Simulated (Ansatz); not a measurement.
**H3C–S, doublet: vertical spin and charge gaps**

Geometry (PBE0/def2-TZVP stationary point for this spin, not checked as a minimum):

```yaml
atoms:
  - { symbol: C, position_ang: [-0.0073, 0.0000, 1.1891] }
  - { symbol: S, position_ang: [-0.0002, 0.0000, -0.5928] }
  - { symbol: H, position_ang: [1.0435, 0.0000, 1.5020] }
  - { symbol: H, position_ang: [-0.4747, 0.8983, 1.5939] }
  - { symbol: H, position_ang: [-0.4747, -0.8983, 1.5939] }
```

Basis cc-pVDZ; Ansatz 0.2.0. Correlated methods freeze the noble-gas cores. Prefix R: restricted or restricted open-shell reference; prefix U: unrestricted. Active spaces: valence = (13e, 11o) chosen from the atoms' valence shells.

Gaps are energies of the second state less the first, at fixed atoms, for a selection of the levels run; each method lands on the state that its own search finds for that charge and spin.

For open shells CISD is restricted-active-space CI with the open shells as a complete middle space.

Removing an electron, to the triplet: 8.790 eV at UCCSDT(Q).

| level | gap (eV) | error (meV) |
| --- | --- | --- |
| RHF | 8.246 | -544 |
| UHF | 8.177 | -613 |
| RMP2 | 8.846 | 56 |
| UMP2 | 8.853 | 63 |
| CISD | 8.698 | -92 |
| RCCSD | 8.792 | 2 |
| UCCSD | 8.791 | 1 |
| RCCSD(T) | 8.794 | 4 |
| UCCSD(T) | 8.794 | 4 |
| BCCD(T) | 8.794 | 4 |
| RCCSDT | 8.789 | -1 |
| UCCSDT | 8.789 | -1 |
| RCCSDT(Q) | 8.791 | 1 |
| CASSCF (valence space) | 8.177 | -613 |
| NEVPT2 (valence space) | 8.599 | -191 |
| PBE | 9.059 | 269 |
| r2SCAN | 9.143 | 353 |
| PBE0 | 9.160 | 370 |
| B3LYP | 9.200 | 410 |
| wB97M-V | 9.212 | 422 |
| B2PLYP | 9.042 | 252 |
| RPA-PBE | 9.092 | 302 |

Task: PBE gives 5.615 eV for quartet less doublet. Estimate what UCCSDT(Q) gives in cc-pVDZ.

Result: UCCSDT(Q) in cc-pVDZ gives 5.835 eV, so against it PBE is off by -0.220 eV, of which a good part can be the reference's own basis and frozen-core error.

| level | gap (eV) | error (meV) |
| --- | --- | --- |
| RHF | 5.643 | -192 |
| UHF | 5.646 | -189 |
| RMP2 | 5.857 | 22 |
| UMP2 | 5.882 | 47 |
| CISD | 5.800 | -35 |
| RCCSD | 5.847 | 12 |
| UCCSD | 5.847 | 12 |
| RCCSD(T) | 5.841 | 6 |
| UCCSD(T) | 5.841 | 6 |
| BCCD(T) | 5.840 | 5 |
| RCCSDT | 5.836 | 1 |
| UCCSDT | 5.836 | 1 |
| RCCSDT(Q) | 5.836 | 1 |
| CASSCF (valence space) | 6.326 | 491 |
| NEVPT2 (valence space) | 5.880 | 45 |
| r2SCAN | 5.697 | -138 |
| PBE0 | 5.752 | -83 |
| B3LYP | 5.794 | -41 |
| BHLYP | 5.907 | 72 |
| wB97M-V | 6.042 | 207 |
| B2PLYP | 5.859 | 24 |
| RPA-PBE | 5.992 | 157 |

In so small a basis the reference is far from its limit while semilocal and hybrid functionals are nearer theirs (RPA and double hybrids share much of the reference's basis error), so the functionals' errors here hold much of the reference's basis and frozen-core error, which can add to them or hide them.

Full CI isn't at hand for all of this; UCCSDT(Q) serves as the reference, and is uncertain by about the last step of the cluster series. The frozen core follows each run's orbitals, which can shift R against U totals by a few meV.
